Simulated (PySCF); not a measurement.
## Peak assignment

Atom-mapped SMILES (the numbers label the heavy atoms): `[O:1]=[C:2]1[CH2:3][CH2:4][CH2:5]1` (H(Xn): hydrogen on atom n).

[PySCF 2.14.0 with density-fitted response routines: coordinates at the GFN2-xTB level; shielding tensors at PBE0/pcSseg-1 (GIAO); J couplings at B3LYP/pcJ-1 (without the spin–dipole term); no solvent; no relativistic terms; averaged over atoms made equivalent by symmetry, fast rotation or ring inversion; one computed conformer]

Shifts are taken against calculated references (same method and geometry level): $^{13}$C and $^{1}$H against TMS.

Task: Assign these signals to the numbered atoms. $^{13}$C{$^{1}$H} NMR (computed): δ 213.8, 48.6, 10.1.

Result: 
```tsv
δ (ppm)	atoms	environment	reason
213.8	C2	ketone carbonyl carbon	low-lying n→π* states of the double bond to the heteroatom give a large paramagnetic term (-276 ppm)
48.6	C3/C5	sp3 CH2 α to a carbonyl	α to the electron-withdrawing carbonyl group
10.1	C4	sp3 CH2 in a ring	aliphatic region, no heteroatom directly attached
```

Task: Assign these signals to the numbered atoms. $^{1}$H NMR (600 MHz, computed): δ 3.12 (m, 4H), 1.88 (m, 2H).

Result: 
3.12 → H(C3)/H(C5), hydrogen on an sp3 CH2 α to a carbonyl: α to C=O
1.88 → H(C4), hydrogen on an sp3 CH2 in a ring

Splittings below 1 Hz are ignored in the labels, and close J values are merged. Couplings among chemically equivalent protons are left out too, so labels in AA′BB′ or AA′XX′ sets are apparent multiplicities. Unscaled 3J(H,H) at this level run about 10 % above measured values. Shifts are as computed. Against solution values, carbons near 30 ppm lie about +3 ppm off and those near 130 ppm about +5 ppm. Of 1211 compounds with measured shifts, 218 miss one by over three times the rms of a fit or turn the order of signals round; such compounds aren't used in these exercises. Vicinal couplings across rotatable single bonds and in flexible rings belong to the one computed conformer; a conformer average would change them.
